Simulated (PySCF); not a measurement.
Excitations are Tamm–Dancoff values on a coarser integration grid.

Cartesian coordinates (Å):
SMILES: CCC
```xyz
11

C      1.2667    -0.2310    -0.0979
C     -0.0375     0.5344    -0.3055
C     -1.2389    -0.1654     0.3245
H      2.1131     0.2851    -0.5552
H      1.4850    -0.3518     0.9662
H      1.2086    -1.2303    -0.5368
H      0.0596     1.5401     0.1143
H     -0.2146     0.6685    -1.3768
H     -2.1610     0.3970     0.1653
H     -1.1023    -0.2840     1.4024
H     -1.3787    -1.1625    -0.1006
```
Charge 0, spin multiplicity 1.

Question: Give the S1–T1 gap (TDA), T1 excitation (TDA) and dipole moment at the level PBE-D3(BJ)/def2-TZVPD // B3LYP-D3(BJ)/def2-TZVPD run with PySCF.

Answer: 
- S1–T1 gap (TDA) = 0.16 eV
- T1 excitation (TDA) = 7.47 eV
- dipole moment = 0.10 D
